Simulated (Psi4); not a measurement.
# One shape, several levels: BNH6 (SMILES [BH3-][NH3+])

Aim: a comparison of 5 runs (HF/STO-3G, HF/3-21G, UHF/6-311G*, HF/def2-SVP, B3LYP/cc-pVDZ) of BNH6. 

The calculation is run with Psi4 1.11.

2 further runs of the same task are left out: 1 that didn't finish, 1 set aside as unsound or not needed.

### 1 Starting point

The species is BNH6 (8 atoms), meant as a singlet with charge 0. As SMILES, `[BH3-][NH3+]`. Geometry: relaxed at PBE0-D4/def2-TZVP.

Bond lengths: B1–N2 1.639 Å, B1–H3 1.212 Å, B1–H4 1.212 Å, B1–H5 1.212 Å, N2–H6 1.015 Å, N2–H7 1.015 Å, N2–H8 1.015 Å. Some angles: B1–N2–H6 110.9°, B1–N2–H7 110.9°, B1–N2–H8 110.9°, N2–B1–H3 105.3°, N2–B1–H4 105.3°, N2–B1–H5 105.3°, H6–N2–H7 108.0°, H6–N2–H8 108.0°, H7–N2–H8 108.0°, H3–B1–H4 113.3°.

### 2 A single-point energy at HF/STO-3G (run 1)

The input, calc.in:

```
memory 1600 MB

molecule system {
  B     -0.36150461     0.47394331    -1.46529364
  N      0.39022844    -0.48206913     1.38271261
  H     -0.14777658    -1.37647651    -2.79868439
  H     -2.51824903     1.22775506    -1.29861979
  H      1.14215047     2.12896545    -1.96229161
  H      0.26607344     0.95809115     2.64315993
  H      2.18565724    -1.15518958     1.42731014
  H     -0.78234662    -1.88311208     1.96626003
  units au
  symmetry c1
}

set {
  basis STO-3G
  puream true
  e_convergence 1e-09
  d_convergence 1e-08
  scf_type pk
}

result, w = energy("scf", return_wfn=True)
oeprop(w, "QUADRUPOLE", "WIBERG_LOWDIN_INDICES", "DIPOLE")
```

Started as:

```sh
$ psi4 -i calc.in -o calc.out -n 1
```

calc.out:

```text
[...]
  Running in c1 symmetry.
[...]
  Nuclear repulsion =   40.754562780604559
[...]
  Multiplicity = 1
[...]
  Nalpha       = 9
  Nbeta        = 9
[...]
    Number of basis functions: 16
[...]
   @RHF iter   1:   -81.56941680156993   -2.04203e+00   1.03835e-02 ADIIS/DIIS
[...]
   @RHF iter   9:   -81.59395329713240   -2.55795e-13   1.90443e-09 DIIS
[...]
  @RHF Final Energy:   -81.59395329713240
   => Energetics <=
    Nuclear Repulsion Energy =             40.7545627806045587
    One-Electron Energy =                -190.2106571607662886
    Two-Electron Energy =                  67.8621410830293428
    Total Energy =                        -81.5939532971324013
[...]
 Multipole Moments:
 ------------------------------------------------------------------------------------
     Multipole            Electronic (a.u.)      Nuclear  (a.u.)        Total (a.u.)
 ------------------------------------------------------------------------------------
 L = 1.  Multiply by 2.5417464519 to convert [e a0] to [Debye]
 Dipole X            :          0.4375114            0.1242860            0.5617975
 Dipole Y            :         -0.5562412           -0.1581129           -0.7143541
 Dipole Z            :          1.6572297            0.4708985            2.1281282
 Magnitude           :                                                    2.3140544
 L = 2.  Multiply by 1.3450342976 to convert [e a0^2] to [Debye ang]
 Quadrupole XX       :        -25.5224531           14.7845602          -10.7378929
 Quadrupole XY       :          3.3800883           -3.3623926            0.0176957
[...]
```

Wall time 1.8 s (1 thread of Intel Xeon 6975P-C (Granite Rapids), shared host); peak memory 0.18 GiB.

### 3 Energy and gradient at HF/3-21G (run 2)

The input, run.py:

```python
import psi4

psi4.set_memory(1600000000)
psi4.set_num_threads(1)
psi4.core.set_output_file('output.dat', False)

m = psi4.geometry("""
0 1
B     -0.36150461     0.47394331    -1.46529364
N      0.39022844    -0.48206913     1.38271261
H     -0.14777658    -1.37647651    -2.79868439
H     -2.51824903     1.22775506    -1.29861979
H      1.14215047     2.12896545    -1.96229161
H      0.26607344     0.95809115     2.64315993
H      2.18565724    -1.15518958     1.42731014
H     -0.78234662    -1.88311208     1.96626003
units bohr
symmetry c1
""")

psi4.set_options({
    'basis': '3-21G',
    'reference': 'rhf',
    'puream': True,
    'e_convergence': 1e-09,
    'd_convergence': 1e-08,
    'scf_type': 'pk',
})

e_tot, wfn = psi4.gradient('hf', return_wfn=True)
psi4.oeprop(wfn, 'QUADRUPOLE', 'DIPOLE', 'LOWDIN_CHARGES', title='HF')
print('gradient / Eh bohr^-1')
print(e_tot.np.round(6))
print(f'energy = {wfn.energy():.10f} Eh')
for k, v in sorted(psi4.core.scalar_variables().items()):
    print(f'{k:45s} {v:18.10f}')
```

Started as:

```sh
$ python run.py
```

output.dat:

```text
[...]
  Running in c1 symmetry.
[...]
  Nuclear repulsion =   40.754562780604559
[...]
  Multiplicity = 1
[...]
  Nalpha       = 9
  Nbeta        = 9
[...]
    Number of basis functions: 30
[...]
   @RHF iter   1:   -82.11027692300519   -6.30536e-01   9.15721e-03 ADIIS/DIIS
[...]
   @RHF iter  10:   -82.16483300286997   -3.83693e-13   2.53502e-09 DIIS
[...]
    Orbital Energies [Eh]
    ---------------------
    Doubly Occupied:
       1A    -15.575186     2A     -7.477850     3A     -1.255232
       4A     -0.729911     5A     -0.729874     6A     -0.711444
       7A     -0.507207     8A     -0.402514     9A     -0.402495
[...]
  @RHF Final Energy:   -82.16483300286997
   => Energetics <=
    Nuclear Repulsion Energy =             40.7545627806045587
    One-Electron Energy =                -190.2553656409155849
    Two-Electron Energy =                  67.3359698574410430
    Total Energy =                        -82.1648330028699689
[...]
  -Total Gradient:
     Atom            X                  Y                   Z
    ------   -----------------  -----------------  -----------------
       1        0.003949994406    -0.004980586158     0.014895419951
       2       -0.007274457970     0.009226189509    -0.027377885816
       3        0.000271348666    -0.000951505084     0.000210036611
       4       -0.000631257463     0.000039485387     0.000787122262
       5        0.000747680023     0.000373419551     0.000543131581
       6        0.000755009015     0.000040044157     0.004122053159
       7        0.002249719191    -0.001595651073     0.003207497719
       8       -0.000068035867    -0.002151396289     0.003612624533
[...]
```

Standard output:

```text
gradient / Eh bohr^-1
[[ 3.9500e-03 -4.9810e-03  1.4895e-02]
 [-7.2740e-03  9.2260e-03 -2.7378e-02]
 [ 2.7100e-04 -9.5200e-04  2.1000e-04]
 [-6.3100e-04  3.9000e-05  7.8700e-04]
 [ 7.4800e-04  3.7300e-04  5.4300e-04]
 [ 7.5500e-04  4.0000e-05  4.1220e-03]
 [ 2.2500e-03 -1.5960e-03  3.2070e-03]
 [-6.8000e-05 -2.1510e-03  3.6130e-03]]
energy = -82.1648330029 Eh
CURRENT ENERGY                                    -82.1648330029
CURRENT REFERENCE ENERGY                          -82.1648330029
DD SOLVATION ENERGY                                 0.0000000000
HF KINETIC ENERGY                                  81.8835128670
HF POTENTIAL ENERGY                              -164.0483458699
HF TOTAL ENERGY                                   -82.1648330029
HF VIRIAL RATIO                                     2.0034356139
NUCLEAR REPULSION ENERGY                           40.7545627806
ONE-ELECTRON ENERGY                              -190.2553656409
PCM POLARIZATION ENERGY                             0.0000000000
PE ENERGY                                           0.0000000000
SCF ITERATION ENERGY                              -82.1648330029
SCF ITERATIONS                                     10.0000000000
SCF TOTAL ENERGY                                  -82.1648330029
TWO-ELECTRON ENERGY                                67.3359698574
```

Run time: 1.8 s. Hardware: 1 thread of Intel Xeon 6975P-C (Granite Rapids), shared host; peak memory 0.18 GiB.

Runs 3 to 4 aren't shown in full; the table further down has their settings and results.

### 4 Energy and forces at B3LYP/cc-pVDZ (run 5)

The input, bh6n.dat:

```
memory 1600 mb

molecule {
  B     -0.191300     0.250800    -0.775400
  N      0.206500    -0.255100     0.731700
  H     -0.078200    -0.728400    -1.481000
  H     -1.332600     0.649700    -0.687200
  H      0.604400     1.126600    -1.038400
  H      0.140800     0.507000     1.398700
  H      1.156600    -0.611300     0.755300
  H     -0.414000    -0.996500     1.040500
  symmetry c1
}

set {
  basis                cc-pVDZ
  puream               true
  e_convergence        1e-09
  d_convergence        1e-08
  scf_type             pk
  dft_radial_points    99
  dft_spherical_points 590
}

energy_value, wavefunction = gradient('b3lyp', return_wfn=True)
oeprop(wavefunction, 'QUADRUPOLE', 'DIPOLE', 'MULLIKEN_CHARGES', title='B3LYP')
```

Started as:

```sh
$ psi4 -i bh6n.dat -o bh6n.out -n 1
```

bh6n.out:

```text
[...]
  Running in c1 symmetry.
[...]
  Nuclear repulsion =   40.754562783001887
[...]
  Multiplicity = 1
[...]
  Nalpha       = 9
  Nbeta        = 9
[...]
    Number of basis functions: 58
[...]
   @RKS iter   1:   -82.97361621741840   -2.62538e-01   1.13864e-02 ADIIS/DIIS
[...]
   @RKS iter   9:   -83.21848079477994   -9.80549e-12   4.96948e-09 DIIS
[...]
    Orbital Energies [Eh]
    ---------------------
    Doubly Occupied:
       1A    -14.412731     2A     -6.684352     3A     -0.954376
       4A     -0.553045     5A     -0.553014     6A     -0.513141
       7A     -0.353963     8A     -0.271528     9A     -0.271514
[...]
  @RKS Final Energy:   -83.21848079477994
   => Energetics <=
    Nuclear Repulsion Energy =             40.7545627830018873
    One-Electron Energy =                -191.1144355223345883
    Two-Electron Energy =                  77.8438826255005409
    DFT Exchange-Correlation Energy =     -10.7024906809477685
    Empirical Dispersion Energy =           0.0000000000000000
    VV10 Nonlocal Energy =                  0.0000000000000000
    Total Energy =                        -83.2184807947799356
[...]
  -Total Gradient:
     Atom            X                  Y                   Z
    ------   -----------------  -----------------  -----------------
       1        0.000300525140    -0.000341379675     0.001074566145
       2        0.001477854863    -0.001899969671     0.005766002153
       3       -0.000457663281     0.003673124252     0.002463933039
       4        0.004189578565    -0.001433638844    -0.000472103182
       5       -0.003002732572    -0.003210390002     0.000837649418
       6        0.000074640774    -0.004114808656    -0.005216115982
       7       -0.005936548900     0.002516613408    -0.001376393580
       8        0.003354280957     0.004810569741    -0.003077496640
[...]
```

Run time: 13 s. Hardware: 1 thread of Intel Xeon 6975P-C (Granite Rapids), shared host; peak memory 1 GiB.

### 5 The series

| run | level | task | integrals | energy (Eh) | dipole moment (D) | HOMO energy (eV) | LUMO energy (eV) | wall time |
| --- | --- | --- | --- | --- | --- | --- | --- | --- |
| 1 | HF/STO-3G | energy | pk | -81.593953 | 5.88 | -9.45 | 14.26 | 1.8 s |
| 2 | HF/3-21G | gradient | pk | -82.164833 | 5.99 | -10.95 | 5.55 | 1.8 s |
| 3 | UHF/6-311G* (density fitting) | frequencies | mem_df | -82.631469 | 5.71 | -11.21 | 3.01 | 13 s |
| 4 | HF/def2-SVP | gradient | pk | -82.559702 | 5.75 | -11.15 | 3.60 | 2.4 s |
| 5 | B3LYP/cc-pVDZ | gradient | pk | -83.218481 | 5.57 | -7.39 | 0.23 | 13 s |

### 6 Summary of results

| quantity | value |
| --- | --- |
| run 5: total energy | -83.21848 Eh |
| run 5: dipole moment | 5.57 D |
| run 5: HOMO energy | -7.39 eV |
| run 5: LUMO energy | 0.23 eV |
| run 5: HOMO–LUMO gap | 7.61 eV |
| run 5: largest force on an atom | 0.342 eV/Å |

The dipole moment (its size) runs from 5.57 D (B3LYP/cc-pVDZ) to 5.99 D (HF/3-21G). The two ends differ in method and basis. The HOMO–LUMO gap runs from 7.61 eV (B3LYP/cc-pVDZ) to 23.71 eV (HF/STO-3G). In run 1 the basis is minimal, so the values are rough. All runs together took 31 s, the longest 13 s.
